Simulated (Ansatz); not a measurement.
Molecule: C$_{4}$H$_{5}$ (charge -1, singlet). It need not be the lowest isomer of its formula. Whether it binds its extra electron was not tested at this geometry. 
Structure (B3LYP-D3(BJ)/def2-TZVP (Ansatz, an electronic-structure program) minimum search):
```xyz
9

C      0.6769     1.8791     0.0046
C      0.6487     0.5148    -0.0013
C     -0.5206    -0.3436     0.0013
C     -0.5670    -1.6923    -0.0043
H     -0.3881     2.2265     0.0119
H      1.5941    -0.0492    -0.0089
H     -1.4697     0.1964     0.0089
H      0.3423    -2.2863    -0.0119
H     -1.5059    -2.2352    -0.0016
```
Charge -1, spin multiplicity 1.

Basis-set convergence of Hartree-Fock and CCSD correlation energies (hartree) with Ansatz. Correlated levels leave the core frozen unless marked. Spin-orbit coupling is left out. Non-relativistic. This anion needs diffuse functions, which these sets lack.

The Hartree-Fock reference is unstable (checked in the largest basis), which strains HF and MP2. 

```csv
basis,functions,E(HF),"E(corr, CCSD)"
cc-pVDZ,81,-154.26241,-0.57918
cc-pVTZ,190,…,…
```

Q: Fill in the missing entries.

A: 
- cc-pVTZ, E(HF): -154.30972
- cc-pVTZ, E(corr, CCSD): -0.68882
